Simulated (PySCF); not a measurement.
**Computed properties of SiCl4, SMILES Cl[Si](Cl)(Cl)Cl**

SiCl4, SMILES Cl[Si](Cl)(Cl)Cl. Coordinates come from a B3LYP-D3(BJ)/def2-SVP optimisation. The isomer is the one that the SMILES or the coordinates give; other isomers of the formula were not compared. The values are those of a single conformer. All values are computed for the isolated molecule unless a solvent is named; none is compared with measurement here.

**Structure.** The optimised structure has Td symmetry. All 9 harmonic modes at B3LYP-D3(BJ)/def2-SVP (PySCF) are real, so it is a minimum. With heavy atoms numbered as in [Cl:1][Si:2]([Cl:3])([Cl:4])[Cl:5], the shortest bond between them is Cl1–Si2 at 2.046 Å and the longest Si2–Cl5 at 2.046 Å.

**Vibrations.** The strongest infrared lines (harmonic, unscaled, degenerate partners summed) lie at 623 cm⁻¹ (550 km/mol, Si 67 %, Cl 33 %), 214 cm⁻¹ (22 km/mol, Cl 84 %, Si 16 %). The softest mode is at 143 cm⁻¹ and the zero-point energy is 4.6 kcal/mol.

**Electronic structure.** CAM-B3LYP/def2-TZVP (PySCF) places the frontier levels at -10.92 and 0.19 eV, a gap of 11.11 eV, and gives a dipole moment of 0.00 D and a mean polarisability of 67.4 bohr³.

**Excitations.** TDDFT-CAM-B3LYP/def2-SVPD (PySCF) has S1 at 7.29 eV (170 nm, f = 0.000, dark); the most intense of the 10 singlets computed lies at 8.18 eV (f = 0.31). Strengths of degenerate partners are summed. T1 (TDA) is at 6.85 eV. No vertical singlet excitation falls in the visible range (under 3.1 eV).

**NMR.** GIAO shifts at B3LYP/pcSseg-1 (PySCF) (non-relativistic, atoms alike by connectivity averaged): ²⁹Si at 23.7 ppm against TMS. Without spin–orbit terms, shifts of atoms bonded to Cl or Br come out too high.
